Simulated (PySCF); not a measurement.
Ionising SiP

ROHF-CCSD(T); Si aug-pcseg-1, P aug-pcseg-1; no relativity (PySCF 2.14). Neutral (ROHF): doublet (π ↑), Re = 2.106 Å, ωe = 594 cm⁻¹, De = 2.98 eV.

SiP⁻ (RHF): singlet (closed shell), Re = 2.044 Å, ωe = 651 cm⁻¹, De = 4.54 eV to Si⁻ + P. The energies at the minima are -629.75641 hartree for SiP and -629.86022 for SiP⁻.

Question: Work out the adiabatic electron affinity, without and with harmonic zero-point energies (1 hartree = 27.2114 eV, 1 eV = 8065.5 cm⁻¹), and the change of the bond length.

Answer: At CCSD(T): 0.10381 hartree = 2.825 eV between the minima; the zero-point term (594.0 − 651.0)/2 cm⁻¹ = -0.004 eV makes it 2.821 eV. Re changes by -6.2 pm against the neutral. The electron enters a π orbital; the charge polarises the partner, so the anion is bound more strongly.

Correlated steps freeze 10 core orbitals. Correlated levels converge slowly with the basis: in double zeta they bind strong bonds too weakly, by up to about 1 eV, and carry superposition errors of some tenths. For an ion De counts to the pair picked by the measured ionisation energies or electron affinities, which need not be the lowest pair at this level. Where the molecule has an RHF reference, its open-shell atoms are computed with UHF. The CCSD T1 diagnostic is raised in SiP⁻, a sign that a single reference may not be enough there. States were picked by a PBE0 search and need not be the measured ground states.
